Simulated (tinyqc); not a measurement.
Extended Hueckel theory, for NH3, step by step. One step of it, computed by the program tinyqc.

Task: Wolfsberg-Helmholz matrix. H_ij = K' S_ij (H_ii + H_jj)/2 for i != j (the diagonal keeps H_ii), with K' = K + D^2 + D^4 (1 - K), D = (H_ii - H_jj)/(H_ii + H_jj), K = 1.5.

overlap S, lower triangle:
```
           1N 2s     1N 2px     1N 2py     1N 2pz     2H 1s     3H 1s     4H 1s
1N 2s   1.000000
1N 2px  0.000000   1.000000
1N 2py  0.000000   0.000000   1.000000
1N 2pz  0.000000   0.000000   0.000000   1.000000
2H 1s   0.466312   0.428066   0.000000  -0.069326  1.000000
3H 1s   0.466821  -0.214148   0.370995  -0.069431  0.149508  1.000000
4H 1s   0.466821  -0.214148  -0.370995  -0.069431  0.149508  0.149650  1.000000
```

diagonal H_ii (eV): 1N 2s -26.000000, 1N 2px -13.400000, 1N 2py -13.400000, 1N 2pz -13.400000, 2H 1s -13.600000, 3H 1s -13.600000, 4H 1s -13.600000

K = 1.500000

Give: H.

Result:

H (eV), lower triangle:
```
           1N 2s    1N 2px    1N 2py    1N 2pz     2H 1s     3H 1s     4H 1s
1N 2s   -26.0000
1N 2px    0.0000  -13.4000
1N 2py    0.0000    0.0000  -13.4000
1N 2pz    0.0000    0.0000    0.0000  -13.4000
2H 1s   -14.7104   -8.6687    0.0000    1.4039  -13.6000
3H 1s   -14.7264    4.3367   -7.5129    1.4060   -3.0500  -13.6000
4H 1s   -14.7264    4.3367    7.5129    1.4060   -3.0500   -3.0529  -13.6000
```
